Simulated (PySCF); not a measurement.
chlorine (Cl2), SMILES ClCl. Atoms are numbered in the order given.

```xyz
2

Cl     0.0000     0.0000    -1.0054
Cl     0.0000     0.0000     1.0054
```

The structure is a stationary point at B3LYP-D3(BJ)/def2-TZVPD.

Two levels are set side by side: PBE/pcSseg-2 (PySCF) and B3LYP/pcSseg-2 (PySCF). GIAO shifts against HCl (³⁵Cl) at the same level; non-relativistic, no solvent, atoms listed together averaged. Without spin–orbit terms, shifts of atoms bonded to Cl or Br come out too high at both levels. Differences are taken from unrounded values.

```
quantity                     PBE
-------------------------  -----
δ(³⁵Cl) of Cl1, Cl2 (ppm)  386.0
```

Q: These are the PBE values. What does B3LYP give? (The exact figures need the calculation; the answer reports its results.)

A: 
| quantity | B3LYP | PBE minus B3LYP |
|---|---|---|
| δ(³⁵Cl) of Cl1, Cl2 (ppm) | 374.5 | 11.6 |

Rough cost on one machine, each run with all the roots and properties that it gave: B3LYP against PBE within a factor of 2.
